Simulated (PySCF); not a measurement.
## 2p core levels of `Cc1ppc[p-]1`

Compound: C3H4P3 (charge -1).
Z-matrix (Å and degrees, GFN2-xTB geometry), rows numbered from 1:
```
C 
C   1  1.5096
P   2  1.7393  1  119.26
P   3  2.0931  2   99.06  1   179.45
C   4  1.7233  3   98.06  2    -0.01
P   5  1.7280  4  123.70  3    -0.02
H   1  1.0908  2  110.11  3   170.05
H   1  1.0904  2  110.80  3    49.43
H   1  1.0920  2  110.77  3   -69.98
H   5  1.0846  4  117.88  3   179.77
```

Method used: PySCF 2.14.0, delta-SCF UKS SCAN, pcX-2 on the ionised atom, pcseg-1 elsewhere, spin-free X2C. Binding energies are ΔSCF values: E(core-ionised, relaxed orbitals) − E(ground state) at a fixed geometry, referred to the vacuum level. Spin–orbit and ligand-field terms were added within each 2p shell after the spin-free SCF. The splitting includes the ligand field, and 2p3/2 is the mean of two sublevels.

```tsv
atom	mean of the 2p shell (eV)	splitting (eV)
P3	130.493	0.889
P4	130.556	0.890
P6	130.756	0.890
```

**Question.** Where do the two lines of each doublet lie?

**Answer.** 2p3/2 = mean − splitting/3 and 2p1/2 = mean + 2 × splitting/3:

```csv
atom,environment,2p3/2 (eV),2p1/2 (eV)
P3,phosphorus bonded to C and P,130.20,131.09
P4,phosphorus bonded to C and P,130.26,131.15
P6,phosphorus bonded to 2 C,130.46,131.35
```

**Question.** What are the 1s binding energies of the same atoms?

**Answer.** P3 2143.65 eV; P4 2143.74 eV; P6 2143.97 eV.

**Question.** Which Kα1 and Kα2 emission energies and wavelengths follow?

**Answer.** The photon carries the difference of the 1s-hole and 2p-hole states, both at the ground state's geometry; λ = 12398.42 eV Å/E.

| atom | Kα1 (eV) | Kα2 (eV) | λ(Kα1) (Å) | λ(Kα2) (Å) |
| --- | --- | --- | --- | --- |
| P3 | 2013.45 | 2012.56 | 6.1578 | 6.1605 |
| P4 | 2013.48 | 2012.59 | 6.1577 | 6.1604 |
| P6 | 2013.51 | 2012.62 | 6.1576 | 6.1603 |

Over the 3 phosphorus sites the 1s value ranges over 0.32 eV, 2p3/2 over 0.26 eV and Kα1, their difference, over 0.06 eV.

**Question.** And the 1s levels of the other atoms?

**Answer.** C5 (aromatic CH carbon) 284.62 eV; C2 (substituted aromatic carbon) 284.83 eV; C1 (benzylic-type carbon) 286.55 eV.

The species carries charge -1, so core ionisation leaves a neutral species. The basis sets have no added diffuse functions. Isolated species at its GFN2-xTB geometry, gas phase. GFN2-xTB frequencies show an imaginary mode (24i cm⁻¹), so this geometry is no minimum at that level.
